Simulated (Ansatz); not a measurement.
**Si2P+ (quintet): the correlation ladder, def2-TZVPP**

The task here is to estimate one member of a computed series from the others.

The runs use Ansatz 0.2.0, Gaussian basis; def2-TZVPP, core rule «outside noble gas», up to 15 orbitals frozen.

The runs, in order: UHF; ROHF; CCSD(T) on UHF.

### The system

The geometry is a PBE0/def2-TZVP stationary point (not a proven minimum) of the parent state, kept for this charge and spin.

3 atoms, charge 1, spin multiplicity 5.

Atoms are counted from 1 here; the program's logs count them from 0.

Bond lengths: P1–Si2 2.102 Å, Si2–Si3 2.227 Å. Angles: P1–Si2–Si3 180.0°.

Set-up of the first run:

The input, in.yaml:

```yaml
crystal:
  periodic: [false, false, false]
  atoms:
    - {symbol: P, position_ang: [0.000000, 0.000000, -2.143900]}
    - {symbol: Si, position_ang: [0.000000, 0.000000, -0.041700]}
    - {symbol: Si, position_ang: [0.000000, 0.000000, 2.185600]}
basis:
  gaussian: {orbitals: def2-TZVPP}
total_charge: 1
magnetization: {spin_polarized: true, initial_magnetization: 4}
hamiltonian: {xc: hf}
output: {orbitals: {seedname: orbitals}}
```

Command:

```
$ ansatz run in.yaml --threads 1 --pin off --events-out ev --progress --plain --max-ram 4096MiB --backend cpu
```

Steps of the session up to this table: UHF; ROHF; CCSD(T) on UHF.

One of the session's tables, all rows but one given; the rest of the session is left out.

```
  method  from UCCSD(T) (kJ/mol)
    ROHF                  +820.8
     UHF                  +789.5
    UMP2                       ?
   UCCSD                   +44.6
UCCSD(T)                       0
```

Estimate the missing values for UMP2.

As computed: from UCCSD(T) (kJ/mol): +163.8. In the column «from UCCSD(T) (kJ/mol)» it lies between UCCSD (+44.6) and UHF (+789.5).
